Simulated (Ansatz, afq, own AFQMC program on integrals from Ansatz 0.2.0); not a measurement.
# H₃O, doublet in cc-pVTZ, levels against CCSDT(Q)

```yaml
atoms:
  - { symbol: H, position_ang: [-1.7980, 0.0498, 0.0000] }
  - { symbol: H, position_ang: [-1.0530, 0.0498, 0.0000] }
  - { symbol: O, position_ang: [0.1540, 0.0498, 0.0000] }
  - { symbol: H, position_ang: [0.4059, -0.8901, 0.0000] }
```

Basis cc-pVTZ. Only valence electrons are correlated. AFQMC by an in-house program on the Cholesky factors that Ansatz 0.2.0 writes for its CCSD(T) run. ph-AFQMC/CISD is guided by a CISD state made of CCSD amplitudes; releasing the constraint for a short imaginary time cuts its bias at the price of noise, slowly where states lie close. Uncertainties: one standard error, sampling alone.

Determinant: UHF, the one that the program's search chose, which needn't be the lowest solution. The geometry is a point of a scan.

No full CI on the walks' own integrals is used here; CCSDT(Q) serves as the reference and is uncertain by about the last step of the cluster series.

The T1 diagnostic is 0.0238 and the weight of the determinant in the CISD state is 0.918. The ⟨S²⟩ of the determinant is 0.779 and the size of the correlated space is 9 electrons in 71 orbitals.

Reference: CCSDT(Q), correlation energy -7.767 eV. The released energy is read at 2.40 1/Eh (meV from the phaseless value at times in 1/Eh: -5 ± 3 at 0.24, -1 ± 3 at 0.51, -10 ± 4 at 0.99, -9 ± 4 at 1.62, -3 ± 6 at 2.40).

| level | E − E(reference) (kcal/mol) | share of correlation (%) |
| --- | --- | --- |
| HF | 179.11 | 0.00 |
| MP2 | 17.16 | 90.42 |
| CCSD | 5.46 | 96.95 |
| CCSD(T) | 0.50 | 99.72 |
| CCSDT | 0.24 | 99.87 |
| ph-AFQMC/CISD | 0.15 ± 0.08 | 99.91 |
| released AFQMC | 0.09 ± 0.14 | 99.95 |

A walk keeps the symmetry of its determinant, which the program's search chose and which needn't be the lowest solution, so a lower state of the same spin and another symmetry isn't excluded. Released energies are given only where the last usable release times agree within the noise; a slower fall can still hide under it.
